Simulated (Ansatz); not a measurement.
Relaxation of CMgN (3 atoms, charge 0, multiplicity 2), to a largest force component of 0.02 eV/Å in at most 40 steps.

Computed with Ansatz, UKS B3LYP-D4/def2-SVP.

```xyz
3
Properties=species:S:1:pos:R:3
N -0.380 1.270 -0.064
C -0.477 0.131 -0.251
Mg 0.857 -1.402 0.315
```

Question: Where does it end, and by what steps?

Answer: It converged. After 6 steps the energy has fallen by 0.174 eV; C2 moved furthest, 0.42 Å.

```json
{"step": "0", "energy less start (eV)": "0.0000", "largest force component (eV/Å)": "1.502", "accepted": "yes"}
{"step": "1", "energy less start (eV)": "-0.0278", "largest force component (eV/Å)": "0.352", "accepted": "yes"}
{"step": "2", "energy less start (eV)": "-0.0494", "largest force component (eV/Å)": "2.342", "accepted": "yes"}
{"step": "3", "energy less start (eV)": "-0.0897", "largest force component (eV/Å)": "2.031", "accepted": "yes"}
{"step": "4", "energy less start (eV)": "-0.1709", "largest force component (eV/Å)": "0.108", "accepted": "yes"}
{"step": "5", "energy less start (eV)": "-0.1737", "largest force component (eV/Å)": "0.087", "accepted": "yes"}
{"step": "6", "energy less start (eV)": "-0.1740", "largest force component (eV/Å)": "0.003", "accepted": "yes"}
```

```xyz
3
Properties=species:S:1:pos:R:3
N -0.652 1.304 -0.212
C -0.137 0.271 -0.045
Mg 0.789 -1.575 0.257
```

The run took 34 s on 1 thread of AMD EPYC (Zen 3) (shared host), peak memory 0.13 GiB.
